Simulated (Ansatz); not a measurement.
# UCCSD/STO-3G run of CF (SMILES [C]F)

What is the vertical doublet–quartet gap of CF at UCCSD/STO-3G? 

Program for the calculation: Ansatz 0.2.0.

44 further runs of the same task are left out: 9 that didn't finish, 35 set aside as unsound or not needed.

### Step 1. Starting point

The species is CF (2 atoms), meant as a doublet with charge 0. SMILES: `[C]F`. The coordinates come from a PBE0-D4/def2-TZVP relaxation.

Bond lengths: C1–F2 1.268 Å.

### Step 2. A single-point energy at UCCSD/STO-3G

File run.yaml:

```yaml
crystal:
  periodic: [false, false, false]
  atoms:
    - {symbol: C, position_ang: [-0.000000, 0.000000, 0.003080]}
    - {symbol: F, position_ang: [0.000000, -0.000000, 1.271320]}
basis:
  gaussian:
    orbitals: STO-3G
scf:
  omitted_lower_state_checks: [cluster_reference, increment]
magnetization:
  spin_polarized: true
  initial_magnetization: 1
accuracy: high
correlation:
  method: ccsd
  frozen_orbitals: {C: 1, F: 1}
```

Started as:

```sh
$ ansatz run run.yaml --threads 1 --pin off --max-ram 3480MiB --events-out events.jsonl --progress --plain --runs-dir runs
```

Standard output, cut to the lines that bear on the results:

```text
Warning: RAYON_NUM_THREADS=1 ignored (pool sized by the plan → 1); use --threads N
Functional definition: HF
  name "HF"
[...]
149 factors; integrals over basis functions are off by at most 3.2e-8 eV
[...]
mean field -3681.80989094 eV, -135.3040178717 hartree, gradient 5.2e-8 eV, S^2 0.753277; 4 other end points of the search recorded, 0 dependent functions left out
2 core orbitals not correlated: weight in the atoms' cores, before any rotation towards them, 1.000 or more for the frozen orbitals, at most 0.000 for the correlated occupied ones
reference -3681.80989094 eV, -135.3040178717 hartree; 6, 5 occupied and 2, 3 virtual orbitals, 149 factors
second order -1.51353218 eV of doubles, -0.00000000 eV of singles
cycle   1  -1.63726783 eV  change   -1.2e-1 eV  update   8.4e-2
[...]
cycle  20  -1.89731812 eV  change  -4.4e-10 eV  update  8.8e-10
Total energy: -3683.70720906 eV, -135.3737430265 hartree
Checks for a lower state left out: cluster_reference, increment
```

It took 0.22 s on 1 thread of Arm Neoverse V1, shared host.

### Step 3. The quartet at the same level

File job.yaml:

```yaml
crystal:
  periodic: [false, false, false]
  atoms:
    - {symbol: C, position_ang: [-0.000000, 0.000000, 0.003080]}
    - {symbol: F, position_ang: [0.000000, -0.000000, 1.271320]}
basis:
  gaussian:
    orbitals: STO-3G
magnetization:
  spin_polarized: true
  initial_magnetization: 3
correlation:
  method: ccsd
  frozen_orbitals: {C: 1, F: 1}
accuracy: high
scf:
  omitted_lower_state_checks: [cluster_reference, increment]
```

Started as:

```sh
$ ansatz run job.yaml --threads 1 --pin off --max-ram 3480MiB --events-out events.jsonl --progress --plain --runs-dir runs
```

Standard output, cut to the lines that bear on the results:

```text
Warning: RAYON_NUM_THREADS=1 ignored (pool sized by the plan → 1); use --threads N
[... 2 set-up lines as earlier in the session ...]
[...]
149 factors; integrals over basis functions are off by at most 3.2e-8 eV
[...]
mean field -3679.70995800 eV, -135.2268467595 hartree, gradient 1.5e-8 eV, S^2 3.751484; 0 other end points of the search recorded, 0 dependent functions left out
2 core orbitals not correlated: weight in the atoms' cores, before any rotation towards them, 1.000 or more for the frozen orbitals, at most 0.000 for the correlated occupied ones
reference -3679.70995800 eV, -135.2268467595 hartree; 7, 4 occupied and 1, 4 virtual orbitals, 149 factors
second order -0.77304923 eV of doubles, -0.00000000 eV of singles
cycle   1  -0.92142773 eV  change   -1.5e-1 eV  update   4.4e-2
[...]
cycle  19  -1.04313837 eV  change   8.2e-10 eV  update  8.3e-10
Total energy: -3680.75309638 eV, -135.2651813878 hartree
Checks for a lower state left out: cluster_reference, increment
```

Run time: 0.1 s. Hardware: 1 thread of Arm Neoverse V1, shared host.

### Step 4. What came out

At UCCSD/STO-3G, 2 core orbitals frozen:

```
                                            quantity          value
                               doublet: total energy  -135.37374 Eh
doublet: correlation energy (2 core orbitals frozen)      -69.7 mEh
          doublet: ⟨S²⟩ of the reference determinant          0.753
                              doublet: T1 diagnostic          0.023
                               quartet: total energy  -135.26518 Eh
quartet: correlation energy (2 core orbitals frozen)      -38.3 mEh
          quartet: ⟨S²⟩ of the reference determinant          3.751
                              quartet: T1 diagnostic          0.014
    vertical energy of the quartet above the doublet       2.954 eV
```

**Reading.** At this shape the quartet lies 2.95 eV (68 kcal/mol) above the doublet. In a minimal basis such a difference can be off by several eV, whatever the method.
